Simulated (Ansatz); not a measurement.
# SO+ (doublet): the correlation ladder, def2-QZVPP

An exercise on one series of results from a longer session: the logs are not shown, and one member is left open.

Method: def2-QZVPP, core rule «outside noble gas», up to 6 orbitals frozen; program: Ansatz 0.2.0, Gaussian basis.

The runs, in order: UHF; ROHF; CCSD(T) on UHF.

### The geometry

The geometry is a PBE0/def2-TZVP stationary point (not a proven minimum) of the parent state, kept for this charge and spin.

2 atoms, charge 1, spin multiplicity 2.

Atoms are counted from 1 here; the program's logs count them from 0.

Bond lengths: O1–S2 1.643 Å.

Coordinates:

```xyz
2

O     0.00000    0.00000    0.00000
S     0.00000    0.00000    1.64250
```

Set-up of the first run:

The input, in.yaml:

```yaml
crystal:
  periodic: [false, false, false]
  atoms:
    - {symbol: O, position_ang: [0.000000, 0.000000, 0.000000]}
    - {symbol: S, position_ang: [0.000000, 0.000000, 1.642500]}
basis:
  gaussian: {orbitals: "def2-QZVPP.json"}
total_charge: 1
magnetization: {spin_polarized: true, initial_magnetization: 1}
hamiltonian: {xc: hf}
output: {orbitals: {seedname: orbitals}}
```

Started as:

```
$ ansatz run in.yaml --threads 1 --pin off --events-out ev --progress --plain --max-ram 2393MiB
```

Among the steps run: UHF; ROHF; CCSD(T) on UHF.

One of the session's tables, all rows but one given; the rest of the session is left out.

```
  method  from UCCSD(T) (kcal/mol)
    ROHF                   +296.87
    UMP2                    +50.63
   UCCSD                         ?
UCCSD(T)                         0
```

**Question.** Estimate the row for UCCSD.

The run gave: from UCCSD(T) (kcal/mol): +18.21. In the column «from UCCSD(T) (kcal/mol)» it lies between UCCSD(T) (0) and UMP2 (+50.63).

Left out of the table: UHF (another determinant or state than the rows shown).

The program flags UCCSD(T) as in doubt (see the logs), so the zero of the table is itself unsure.

To keep in mind: The determinant is far from a pure spin state, so its energy mixes those of several spin states (harmless only where they are near-degenerate, as at dissociation). The program flags UCCSD(T) as in doubt, so the zero of the table is itself unsure. Warnings: spin contamination; coupled cluster took another determinant than the lowest.
